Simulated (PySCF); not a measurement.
Core-level binding energies of cyanide anion

Species: cyanide anion, CN (charge -1).
Cartesian coordinates in Å at the GFN2-xTB level; atoms count from 1:
```xyz
2
CN angstrom
C      0.6014   -0.0032   -0.0025
N     -0.5987    0.0045   -0.0117
```

Theory: delta-SCF UKS SCAN, pcX-2 on the ionised atom, pcseg-1 elsewhere, spin-free X2C in PySCF. Vertical ΔSCF values, vacuum level as zero.

Q: List the computed XPS lines with their assignment.

A: 
```json
{"atom(s)": "C1", "environment": "carbon bonded to N", "level": "C 1s", "binding energy (eV)": "283.79", "count": "1"}
{"atom(s)": "N2", "environment": "nitrogen bonded to C", "level": "N 1s", "binding energy (eV)": "397.29", "count": "1"}
```

Q: Give the binding energy of N 1s of N2 (atom 2) in hartree and in kJ/mol.

A: 397.29 eV = 14.6001 Eh = 38333 kJ/mol.

Q: Which effective nuclear charge Zeff reproduces each element's mean 1s value in the hydrogen-like formula E = 13.606 eV × Zeff²?

A: C (Z = 6): mean 283.8 eV, Zeff = 4.57, Z − Zeff = 1.43; N (Z = 7): mean 397.3 eV, Zeff = 5.40, Z − Zeff = 1.60. Means run over the listed sites, weighted by atom count.

Spin contamination (⟨S²⟩ against 0.75 for a pure doublet) is marked for C 1s of C1 (0.86), which makes this value less certain. The species carries charge -1, so core ionisation leaves a neutral species. The basis sets have no added diffuse functions. Geometry: GFN2-xTB; no solvent, vibrations or thermal averaging.
